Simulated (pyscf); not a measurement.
Thermochemistry of product channels of GeH₄ (SMILES [GeH4]) + O (SMILES [O]) [triplet] on the triplet surface, in kcal/mol, from CCSD(T)/def2-TZVPP + ΔMP2(QZVPP) energies (ideal gas, 1 atm, RRHO with modes under 100 cm⁻¹ raised to 100, one conformer, R ln 2 for rigid chiral ones). Structures and frequencies: ωB97X-D3(BJ)/def2-SVP in PySCF. Correlated levels are frozen-core, on RHF or UHF. ΔMP2 is the change of the MP2 total energy from the triple- to the quadruple-zeta basis.

```csv
products,ΔE,ΔH(298 K),ΔG(900 K),ΔG(1200 K)
GeH₃• (SMILES [GeH3]) + OH• (SMILES [OH]),-15.2,-15.4,-23.6,-26.2
HO–GeH₂• (SMILES [OH][GeH2]) + H• (SMILES [H]),-30.7,-31.8,-37.3,-39.6
GeH₂ (SMILES [GeH2]) [triplet] + H₂O (SMILES O),-51.0,-48.3,-58.1,-60.8
•O–GeH₃ (SMILES [O][GeH3]) + H• (SMILES [H]),+2.8,-0.2,-4.0,-5.7
```

These are energies of the channels, which say nothing of barriers. GeH₂ [triplet] is an excited spin state, 27.2 kcal/mol over the singlet at ωB97X-D3(BJ). The CCSD(T) − MP2 part came from Ansatz, without density fitting, on the same reference. The frozen core leaves the outer d or s,p core shells of the metals and heavy elements correlated in the MP2 and CC values, and def2-TZVPP describes them poorly, which can shift differences by a few kcal/mol. Left out: orbital degeneracy and the spin-orbit lowering of OH, O. Elements up to Kr have no core potential and no relativistic terms here.
